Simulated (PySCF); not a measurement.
## H5NCl(+): ammonium and hydrogen chloride

Made of ammonium and hydrogen chloride. The whole: charge +1, singlet.

| part | name | SMILES | atoms | charge | multiplicity |
| --- | --- | --- | --- | --- | --- |
| 1 | ammonium | [NH4+] | 1–5 | +1 | 1 |
| 2 | hydrogen chloride | Cl | 6–7 | 0 | 1 |

Z-matrix (Å and degrees, atoms numbered from 1):
```
N 
H   1 1.0220
H   1 1.0218  2 109.26
H   1 1.0437  3 109.59  2 120.22
H   1 1.0217  3 109.44  2 -119.52
Cl  4 2.1693  3 146.23  1 172.39
H   6 1.2862  4 104.46  3 76.38
```

In these coordinates H4···Cl6 is 2.169 Å. Part 2 is then moved rigidly along that line, all else held; at short range other atoms may come into contact.

The starting structure comes from a short search with a few starts; no frequency run checks that it is a minimum, and another way of binding may lie lower.

Level of theory: CCSD(T)/aug-cc-pVDZ and MP2/aug-cc-pVTZ, aug-cc-pVQZ counterpoise interaction energy, frozen core, gas phase, in PySCF. The geometry comes from PBE0-D3(BJ)/def2-TZVPD.

Counterpoise energies in kcal/mol, cluster less the parts frozen as they stand in it; small is aug-cc-pVDZ, large aug-cc-pVQZ. Estimated limit: HF in aug-cc-pVQZ, MP2 correlation extrapolated as X⁻³ from aug-cc-pVTZ and aug-cc-pVQZ, and CCSD(T) less MP2 in aug-cc-pVDZ; it isn't the exact limit.

Q: How do the values run over the points 1.952, 2.061, 2.169, 2.277, 2.386, 2.711, 3.253, 4.338?

A: 
```tsv
H4···Cl6 (Å)	HF large	MP2 large	SCS-MP2 large	CCSD(T) small	CCSD(T) limit est.
1.952	-3.05	-7.22	-6.19	-5.17	-6.97
2.061	-4.90	-8.33	-7.47	-6.65	-8.14
2.169	-5.93	-8.73	-8.02	-7.38	-8.59
2.277	-6.40	-8.69	-8.11	-7.62	-8.59
2.386	-6.51	-8.39	-7.90	-7.55	-8.31
2.711	-5.82	-6.83	-6.55	-6.47	-6.78
3.253	-4.05	-4.40	-4.28	-4.32	-4.36
4.338	-1.99	-2.02	-1.99	-1.99	-1.99
```

The 8 runs took 11 min in all, one thread each of Arm Neoverse N1 on a shared host, launched as `OMP_NUM_THREADS=1 python cluster_run.py task.json out`.
